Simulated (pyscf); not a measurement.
PySCF, gas phase, ωB97X-D3(BJ)/def2-SVP geometries. Correlated levels are frozen-core, on RHF or UHF. ΔMP2 is the change of the MP2 total energy from the triple- to the quadruple-zeta basis.

For `[CH4]` + `[Cl][SnH3]` → `[CH3][SnH3]` + `[ClH]`, a four-centre exchange (singlet surface; C–H, Cl–Sn broken, C–Sn, Cl–H formed), PBE/def2-TZVP gives ΔE‡ = 51.7 kcal/mol and ΔE = +27.8 kcal/mol (zero: the separated reactants). In which direction and how far do PBE0-D3(BJ)/def2-TZVP, M06-2X/def2-TZVP, CCSD(T)/def2-TZVPP + ΔMP2(QZVPP) move these?

PBE0-D3(BJ): ΔE‡ = 53.2 kcal/mol, ΔE = +28.0 kcal/mol; M06-2X: ΔE‡ = 56.2 kcal/mol, ΔE = +30.9 kcal/mol; CCSD(T): ΔE‡ = 57.0 kcal/mol, ΔE = +26.2 kcal/mol. PBE's barrier lies under all of them, by 1.5 to 5.3 kcal/mol. Its reaction energy lies among theirs. This is the saddle that the search found; another between the same sides may lie lower. The CCSD(T) − MP2 part came from Ansatz, without density fitting, on the same reference. The frozen core leaves the outer d or s,p core shells of the metals and heavy elements correlated in the MP2 and CC values, and def2-TZVPP describes them poorly, which can shift differences by a few kcal/mol. Elements past Kr carry the def2 core potentials, without spin-orbit coupling.
